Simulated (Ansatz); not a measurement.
A made-up structure of C2H5Si (charge +1), closed shell:

```csv
atom,x (Å),y (Å),z (Å)
C1,-0.3174,1.4075,-0.3490
C2,-0.7104,-0.0475,-0.2343
Si3,0.6584,-1.3265,0.4515
H4,-1.0991,2.2455,-0.7590
H5,0.7885,1.8127,-0.0409
H6,-1.8252,-0.4167,-0.5517
H7,2.1444,-0.7361,0.8576
H8,0.3608,-2.9390,0.6258
```

It is relaxed with PBE-D4/def2-SVP and then PBE0-D4/def2-TZVP (Ansatz 0.2.0). Atoms count as bonded within 1.22 times the sum of their covalent radii (H–H: 0.88 Å). The end point is not checked to be a true minimum.

(1) Does its bonding change? (A judgement: the text doesn't fix the answer.)

## Answers

(1) The calculation gives: No: no bond forms or breaks.

Where it ends: The first stage lowers the energy by 1.65 eV in 8 steps. It ends as C₂H₅Si ([CH2][CH][SiH2]), total charge +1:
| atom | x (Å) | y (Å) | z (Å) |
| --- | --- | --- | --- |
| C1 | -0.2835 | 1.2569 | -0.3117 |
| C2 | -0.6336 | -0.0423 | -0.2091 |
| Si3 | 0.5881 | -1.1848 | 0.4033 |
| H4 | -0.9820 | 2.0047 | -0.6777 |
| H5 | 0.7038 | 1.6195 | -0.0368 |
| H6 | -1.6290 | -0.3719 | -0.4925 |
| H7 | 1.9149 | -0.6579 | 0.7660 |
| H8 | 0.3212 | -2.6242 | 0.5586 |

Labels in which every atom is bracketed show which atoms are joined, not bond orders.

For scale, one of the runs: PBE0-D4/def2-TZVP relaxation, 129 basis functions, launched by `ansatz run in.yaml --threads 2 --pin off --events-out ev --progress --plain --max-ram 4352MiB`. Hardware: 2 CPU threads of an Arm Neoverse V2, shared host. Wall time about 13 s.
